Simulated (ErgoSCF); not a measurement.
**NaCl (SMILES [Na][Cl]): a first try and a second**

Aim: the energy of NaCl at B3LYP/pc-1.

The calculation is run with ErgoSCF 3.8.

14 further runs of the same task are left out: 4 that didn't finish, 10 set aside as unsound or not needed.

**1. The molecule**

NaCl has 2 atoms, charge 0, and is taken as a singlet. SMILES: `[Na][Cl]`. The shape is that of a PBE0-D4/def2-TZVP optimisation.

Bond lengths: Na1–Cl2 2.358 Å.

**2. Try one**

input.ego reads:

```
# ClNa, B3LYP-G
set_nthreads(1)
molecule_inline
Na -1.87007297 0.57466571 -0.97698841
Cl 1.92581989 -0.68823825 0.98454731
EOF
tmpdir = "."
scf.max_number_of_iterations = 80
charge = 0
XC.type = "GC2"
basis = "cp-1"
scf.convergence_threshold = 1e-06
scf.output_mulliken_pop = 1
run "B3LYP-G"
```

Started as:

```
$ ergo input.ego
```

The program printed:

```text
INMA ERGO version 3.8
INMA reading input from file input.ego
INMA Na (charge=11.0) -1.870073 0.574666 -0.976988
INMA Cl (charge=17.0) 1.925820 -0.688238 0.984547
INMA  max_number_of_iterations := 80
INMA  charge := 0
INMA  type := GC2
INMA  basis := cp-1
INMA Basis really set to cp-1
INMA  convergence_threshold := 1e-06
INMA  output_mulliken_pop := 1
INMA running B3LYP-G
ERIN error opening file 'cp-1'
ERIN error in read_basisset_file for standard basis set.
ERMA error in basisInfo->add_basisfuncs_for_molecule for main basis set, Basis='cp-1'
```

On the terminal:

```text
Inline main molecule with 2 atoms.
line 14: RUN failed
line 14: Aborted.
```

Wall time 1.1 s (1 thread of Intel Xeon at 2.50GHz (Skylake/Cascade Lake), shared host).

**3. Diagnosis**

The input was rejected.

The log says `ERMA error in basisInfo->add_basisfuncs_for_molecule for main basis set, Basis='cp-1'`. Cause: the input names a basis that the program doesn't know. To mend it: basis set pc-1 in place of cp-1.

**4. The mended input**

run.inp reads:

```
set_nthreads("env")
molecule_inline
Na -1.87007297 0.57466571 -0.97698841
Cl 1.92581989 -0.68823825 0.98454731
EOF
tmpdir = "."
scf.output_mulliken_pop = 1
scf.max_number_of_iterations = 150
basis = "pc-1"
spin_polarization = 0
XC.type = "GC2"
scf.convergence_threshold = 1e-06
run "B3LYP-G"
```

The basis set pc-1 is read from a file made from the Basis Set Exchange's data (not shown).

Started as:

```
$ ergo run.inp
```

The program printed:

```text
[...]
INDF Weighted mixed functional:
[...]
INSC Energy   1 =       -419.39712411365
[...]
INDE PURIFICATION CONVERGED after 25 iterations
[...]
INDE PURIFICATION CONVERGED after 38 iterations
[...]
INDE PURIFICATION CONVERGED after 30 iterations
[...]
INDE PURIFICATION CONVERGED after 30 iterations
[...]
INDE E(LUMO) - E(HOMO) <=          0.16720699993 =          4.54993427984 eV
[...]
INSC Energy  14 =       -622.59307342467  ( diff     -0.000000000039449 )
[...]
RESC CONVERGED after  14 iterations.
RESC FINAL ENERGY:       -622.59307342467
[...]
INSC SCF: dipole_moment_x [atomic units] =      -2.94712969
INSC SCF: dipole_moment_y [atomic units] =       0.98051963
INSC SCF: dipole_moment_z [atomic units] =      -1.52293548
[...]
```

Wall time 9.6 s (1 thread of Intel Xeon at 2.50GHz (Skylake/Cascade Lake), shared host).

**5. Results**

At B3LYP/pc-1:

| quantity | value |
| --- | --- |
| total energy | -622.59307 Eh |
| dipole moment | 8.79 D |
